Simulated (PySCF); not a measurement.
## How the method moves the HOMO and LUMO of `FCC1(F)CC1`

C₄H₆F₂.
Z-matrix (Å and degrees, PBE0-D3(BJ)/def2-SVP geometry), rows numbered from 1:
```
F 
C   1  1.3688
C   2  1.5043  1  109.83
F   3  1.3629  2  109.60  1  -179.87
C   3  1.4853  2  121.84  1   -36.78
C   3  1.4846  2  121.88  1    36.96
H   2  1.1036  1  109.23  3   120.57
H   2  1.1037  1  109.27  3  -120.56
H   5  1.0928  3  117.97  6  -108.05
H   5  1.0928  3  116.27  6   107.77
H   6  1.0929  3  117.98  5   108.11
H   6  1.0927  3  116.36  5  -107.80
```

Basis pcSseg-2 throughout (PySCF), one geometry. Isolated species at its PBE0-D3(BJ)/def2-SVP geometry (one conformer only).

Question: How do the orbital energies, the gap and the dipole change with the method?

Answer: 
```json
{"method": "BLYP", "kind": "GGA", "HOMO (eV)": "-6.65", "LUMO (eV)": "0.12", "gap (eV)": "6.77", "μ (D)": "0.28", "SCF cycles": "14"}
{"method": "OPBE", "kind": "GGA", "HOMO (eV)": "-6.67", "LUMO (eV)": "0.17", "gap (eV)": "6.84", "μ (D)": "0.26", "SCF cycles": "15"}
{"method": "B97-D", "kind": "GGA", "HOMO (eV)": "-6.72", "LUMO (eV)": "0.26", "gap (eV)": "6.98", "μ (D)": "0.27", "SCF cycles": "14"}
{"method": "PBE", "kind": "GGA", "HOMO (eV)": "-6.73", "LUMO (eV)": "0.11", "gap (eV)": "6.84", "μ (D)": "0.27", "SCF cycles": "14"}
{"method": "KT2", "kind": "GGA", "HOMO (eV)": "-6.80", "LUMO (eV)": "0.12", "gap (eV)": "6.92", "μ (D)": "0.29", "SCF cycles": "14"}
{"method": "BP86", "kind": "GGA", "HOMO (eV)": "-6.82", "LUMO (eV)": "0.21", "gap (eV)": "7.03", "μ (D)": "0.27", "SCF cycles": "14"}
{"method": "KT3", "kind": "GGA", "HOMO (eV)": "-6.84", "LUMO (eV)": "-0.06", "gap (eV)": "6.78", "μ (D)": "0.29", "SCF cycles": "14"}
{"method": "LDA", "kind": "LDA", "HOMO (eV)": "-6.88", "LUMO (eV)": "-0.03", "gap (eV)": "6.84", "μ (D)": "0.28", "SCF cycles": "13"}
{"method": "B97-2", "kind": "global hybrid", "HOMO (eV)": "-7.88", "LUMO (eV)": "0.91", "gap (eV)": "8.79", "μ (D)": "0.28", "SCF cycles": "12"}
{"method": "B3LYP", "kind": "global hybrid", "HOMO (eV)": "-7.95", "LUMO (eV)": "0.57", "gap (eV)": "8.52", "μ (D)": "0.28", "SCF cycles": "12"}
{"method": "PBE0", "kind": "global hybrid", "HOMO (eV)": "-8.15", "LUMO (eV)": "0.89", "gap (eV)": "9.04", "μ (D)": "0.27", "SCF cycles": "12"}
{"method": "mPW1PW91", "kind": "global hybrid", "HOMO (eV)": "-8.19", "LUMO (eV)": "0.84", "gap (eV)": "9.03", "μ (D)": "0.28", "SCF cycles": "12"}
{"method": "BHandHLYP", "kind": "global hybrid", "HOMO (eV)": "-9.51", "LUMO (eV)": "1.36", "gap (eV)": "10.87", "μ (D)": "0.29", "SCF cycles": "12"}
{"method": "CAM-B3LYP", "kind": "range-separated hybrid", "HOMO (eV)": "-9.60", "LUMO (eV)": "1.53", "gap (eV)": "11.13", "μ (D)": "0.28", "SCF cycles": "12"}
{"method": "wB97X-D", "kind": "range-separated hybrid", "HOMO (eV)": "-10.04", "LUMO (eV)": "2.60", "gap (eV)": "12.64", "μ (D)": "0.26", "SCF cycles": "12"}
{"method": "LC-wPBE", "kind": "range-separated hybrid", "HOMO (eV)": "-10.93", "LUMO (eV)": "2.66", "gap (eV)": "13.59", "μ (D)": "0.27", "SCF cycles": "12"}
{"method": "HF", "kind": "Hartree–Fock", "HOMO (eV)": "-11.51", "LUMO (eV)": "2.93", "gap (eV)": "14.44", "μ (D)": "0.28", "SCF cycles": "10"}
```

The HOMO spans 4.86 eV, from BLYP down to HF, and the gap runs from 6.77 eV (BLYP) to 14.44 eV (HF). Over the methods BLYP (0 %), OPBE (0 %), B97-D (0 %), PBE (0 %), KT2 (0 %), BP86 (0 %), KT3 (0 %), LDA (0 %), B97-2 (21 %), B3LYP (20 %), PBE0 (25 %), mPW1PW91 (25 %), BHandHLYP (50 %), HF (100 %), a straight line through the gap against the share of exact exchange rises by 0.77 eV for each 10 % (correlation coefficient 0.998). The dipole ranges from 0.26 D (wB97X-D) to 0.29 D (BHandHLYP). This basis has no diffuse functions.
